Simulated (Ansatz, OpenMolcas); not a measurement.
**PF3 (phosphorus trifluoride): methods side by side**

PF3: 4 atoms, total charge 0, spin state singlet. SMILES: `FP(F)F`. The shape is that of a PBE0-D4/def2-TZVP optimisation.

```
atom    x (Å)    y (Å)    z (Å)
   F   0.8344  -0.6632   0.8745
   P  -0.2975   0.3146   0.3923
   F  -1.0619  -0.6965  -0.5369
   F   0.5250   1.0452  -0.7300
```

Quantity: the energy change with the P2–F3 bond stretched from 1.572 to 1.964 Å, in eV. The values are calculated.

```tsv
level	kind	program	value (eV)	CPU time (all runs)
HF/STO-3G (restricted)	Hartree–Fock	OpenMolcas	1.55	3.3 s
BLYP/STO-3G (restricted)	GGA	Ansatz	0.31	2.7 s
PBE/STO-3G (restricted)	GGA	Ansatz	0.39	2.6 s
PBE0/STO-3G (restricted)	global hybrid	OpenMolcas	0.76	7.6 s
MP2/STO-3G (restricted)	perturbation theory	OpenMolcas	1.01	2.8 s
ACPF/STO-3G (restricted)	coupled cluster or CI	OpenMolcas	?	3.1 s
CCSD(T)/STO-3G (restricted)	coupled cluster or CI	Ansatz	?	0.55 s
CCSD/STO-3G (restricted)	coupled cluster or CI	Ansatz	0.66	0.52 s
FCI/STO-3G	exact in the basis	Ansatz	0.61	2.1 s
```

Q: Estimate what the levels marked ? give.

A: As computed at these levels: ACPF/STO-3G (restricted): 0.51 eV; CCSD(T)/STO-3G (restricted): 0.63 eV. The first shape isn't each level's own minimum. The values span 0.31 to 1.55 eV. All rows use very small basis sets, so even the best lies far from the true value. Times are those of the runs behind each value, whatever else they computed, on shared processors of several kinds: orders of magnitude only.
